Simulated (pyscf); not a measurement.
Structures and frequencies: ωB97X-D3(BJ)/def2-SVP in PySCF.

Problem. Estimate by transition-state theory the rate constant of HO–Si•(OH)–OH + H₂ → HO–SiH(OH)–OH + H• (doublet surface; H–H broken, H–Si formed) at 298 K, with ωB97M-D3(BJ)/def2-TZVP energies (ideal gas, 1 atm, RRHO with modes under 100 cm⁻¹ raised to 100, one conformer, R ln 2 for rigid chiral ones; no tunnelling).

Solution. The electronic barrier is 11.9 kcal/mol and the thermal terms add +4.6, so ΔG‡ = 16.5 kcal/mol. With k_BT/h = 6.21e+12 s⁻¹ and RT = 0.592 kcal/mol, and a volume of 4.06e-20 cm³ per molecule at 1 atm, k = 2.0e-19 cm³ molecule⁻¹ s⁻¹. Wigner's tunnelling factor for 1152i cm⁻¹ would be 2.29, likely too low at so high a frequency. A shift of 1 kcal/mol in the barrier changes k by a factor 5.4. This is the saddle that the search found; another between the same sides may lie lower. The angle at the transferred H is 178°.
